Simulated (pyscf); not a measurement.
**Routes from HO–PH₂ + hydrogen (H₂)**

Candidate steps break at most two bonds and form at most two. Each was searched with GFN2-xTB (tblite) first. PySCF, gas phase, ωB97X-D3(BJ)/def2-SVP geometries. Energies: ωB97M-D3(BJ)/def2-TZVP, eV, from the separated reactants, singlet surface; ΔG‡ with ideal gas, 1 atm, RRHO with modes under 100 cm⁻¹ raised to 100, one conformer, R ln 2 for chiral ones without a mode under 150 cm⁻¹.

```
products                     type   ΔE‡     ΔE  ΔG‡ 298 K  ΔG‡ 900 K  ν‡ (cm⁻¹)
-----------  --------------------  ----  -----  ---------  ---------  ---------
PH₃ + H₂O    four-centre exchange  2.56  -0.35       2.92       3.66      1410i
HO–PH₂ + H₂  four-centre exchange  2.93   0.00       3.16       3.85      2803i
```

Plain bond fissions and candidates not yet searched are not listed, and one of them may be faster. Each barrier is that of the saddle found; lower ones may exist.
